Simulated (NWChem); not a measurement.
Program: NWChem. System: C₆H₆O, charge 1, spin multiplicity 2, at the geometry of a parent with another charge or spin, in a state set for the comparison that need not be this species' ground state. Its SCF solution wasn't tested for a lower state.

Input file:

```
start mol
memory heap 200 mb stack 900 mb global 1100 mb
charge 1
geometry units angstroms nocenter noautoz
  O     -2.268330     0.422500     0.000000
  C     -0.935637     0.155491     0.000000
  C     -0.051317     1.244919     0.000000
  C      1.325310     1.020412     0.000000
  C      1.838888    -0.282254     0.000000
  C      0.954546    -1.363969     0.000000
  C     -0.427211    -1.151615     0.000000
  H     -2.762515    -0.407658     0.000000
  H     -0.465174     2.255402     0.000000
  H      2.006542     1.875516     0.000000
  H      2.917993    -0.451149     0.000000
  H      1.338757    -2.387443     0.000000
  H     -1.116434    -2.002581     0.000000
  symmetry group Cs
end
basis spherical
  * library def2-svp
end
dft
  xc xpbe96 cpbe96
  odft
  mult 2
  semidirect memsize 60000000 filesize 0
  iterations 100
end
task dft energy
```

The output up to the point where the run's verdict is printed (cleaned and shortened):

```
             Northwest Computational Chemistry Package (NWChem) 7.3.0
             --------------------------------------------------------

                                NWChem Input Module
                                -------------------

 Scaling coordinates for geometry "geometry" by  1.889725989
 (inverse scale =  0.529177249)

 Turning off AUTOSYM since
 SYMMETRY directive was detected!

                             Geometry "geometry" -> ""
                             -------------------------

 Output coordinates in angstroms (scale by  1.889725989 to convert to a.u.)

  No.       Tag          Charge          X              Y              Z
 ---- ---------------- ---------- -------------- -------------- --------------
    1 O                    8.0000    -2.26833000     0.42250000     0.00000000
    2 C                    6.0000    -0.93563700     0.15549100     0.00000000
    3 C                    6.0000    -0.05131700     1.24491900     0.00000000
    4 C                    6.0000     1.32531000     1.02041200     0.00000000
    5 C                    6.0000     1.83888800    -0.28225400     0.00000000
    6 C                    6.0000     0.95454600    -1.36396900     0.00000000
    7 C                    6.0000    -0.42721100    -1.15161500     0.00000000
    8 H                    1.0000    -2.76251500    -0.40765800     0.00000000
    9 H                    1.0000    -0.46517400     2.25540200     0.00000000
   10 H                    1.0000     2.00654200     1.87551600     0.00000000
   11 H                    1.0000     2.91799300    -0.45114900     0.00000000
   12 H                    1.0000     1.33875700    -2.38744300     0.00000000
   13 H                    1.0000    -1.11643400    -2.00258100     0.00000000

 Effective nuclear repulsion energy (a.u.)     270.4484863940

            Nuclear Dipole moment (a.u.)
            ----------------------------
        X                 Y               Z
 ---------------- ---------------- ----------------
     0.0000056692    -0.0000170075     0.0000000000

      Symmetry information
      --------------------
[...]
 d= 0,ls=0.5,diis    75   -306.5620049110 -3.29D-04  5.86D-05  3.79D-04    68.1
                                                     1.22D-04  4.56D-04
 d= 0,ls=0.5,diis    76   -306.5623064166 -3.02D-04  4.52D-05  4.13D-04    68.8
                                                     1.16D-04  4.59D-04
 d= 0,ls=0.5,diis    77   -306.5625972576 -2.91D-04  5.19D-05  4.05D-04    69.5
                                                     1.11D-04  4.34D-04
 d= 0,ls=0.5,diis    78   -306.5628380287 -2.41D-04  3.51D-05  4.55D-04    70.1
                                                     1.05D-04  4.49D-04
 d= 0,ls=0.5,diis    79   -306.5630872598 -2.49D-04  8.64D-05  4.28D-04    70.8
                                                     1.06D-04  4.14D-04
 d= 0,ls=0.5,diis    80   -306.5631914080 -1.04D-04  3.57D-05  6.61D-04    71.4
                                                     9.36D-05  5.68D-04
 d= 0,ls=0.5,diis    81   -306.5633951608 -2.04D-04  5.07D-05  6.16D-04    72.1
                                                     9.04D-05  5.28D-04
 d= 0,ls=0.5,diis    82   -306.5635246568 -1.29D-04  4.67D-05  7.07D-04    72.8
                                                     8.59D-05  5.76D-04
 d= 0,ls=0.5,diis    83   -306.5636282133 -1.04D-04  4.97D-05  8.15D-04    73.4
                                                     8.15D-05  6.36D-04
 d= 0,ls=0.5,diis    84   -306.5636992042 -7.10D-05  3.09D-05  9.57D-04    74.1
                                                     8.26D-05  7.20D-04
 d= 0,ls=0.5,diis    85   -306.5639751102 -2.76D-04  2.78D-05  6.23D-04    74.8
                                                     7.59D-05  4.73D-04
 d= 0,ls=0.5,diis    86   -306.5640883994 -1.13D-04  3.71D-05  6.35D-04    75.9
                                                     7.11D-05  4.62D-04
 d= 0,ls=0.5,diis    87   -306.5641703462 -8.19D-05  3.21D-05  6.85D-04    77.0
                                                     6.72D-05  4.83D-04
 d= 0,ls=0.5,diis    88   -306.5642478335 -7.75D-05  5.36D-05  7.17D-04    78.1
                                                     7.13D-05  4.92D-04
 d= 0,ls=0.5,diis    89   -306.5644880795 -2.40D-04  2.35D-05  3.72D-04    79.2
                                                     5.99D-05  2.72D-04
 d= 0,ls=0.5,diis    90   -306.5645655455 -7.75D-05  2.25D-05  3.70D-04    80.3
                                                     5.55D-05  2.63D-04
 d= 0,ls=0.5,diis    91   -306.5646248945 -5.93D-05  2.19D-05  3.83D-04    81.4
                                                     5.15D-05  2.72D-04
 d= 0,ls=0.5,diis    92   -306.5646707687 -4.59D-05  9.89D-06  4.05D-04    82.5
                                                     4.75D-05  2.87D-04
 d= 0,ls=0.5,diis    93   -306.5647582130 -8.74D-05  1.33D-05  3.22D-04    83.4
                                                     4.45D-05  2.34D-04
 d= 0,ls=0.5,diis    94   -306.5648060773 -4.79D-05  1.65D-05  3.14D-04    84.1
                                                     4.29D-05  2.30D-04
 d= 0,ls=0.5,diis    95   -306.5648755184 -6.94D-05  3.83D-05  2.46D-04    84.7
                                                     4.40D-05  1.90D-04
 d= 0,ls=0.5,diis    96   -306.5649776500 -1.02D-04  1.26D-05  1.03D-04    85.4
                                                     3.76D-05  9.18D-05
 d= 0,ls=0.5,diis    97   -306.5650182396 -4.06D-05  7.60D-06  8.73D-05    86.1
                                                     3.39D-05  8.15D-05
 d= 0,ls=0.5,diis    98   -306.5650531505 -3.49D-05  7.21D-06  7.24D-05    86.8
                                                     3.15D-05  7.16D-05
 d= 0,ls=0.5,diis    99   -306.5650880487 -3.49D-05  4.61D-06  4.95D-05    87.5
                                                     2.93D-05  5.46D-05
 d= 0,ls=0.5,diis   100   -306.5651135922 -2.55D-05  1.09D-05  4.05D-05    88.2
                                                     2.81D-05  4.70D-05
```

The run did not converge; its last values are not results. The next line reads: Calculation failed to converge. NWChem stopped with the message: dft energy failed.
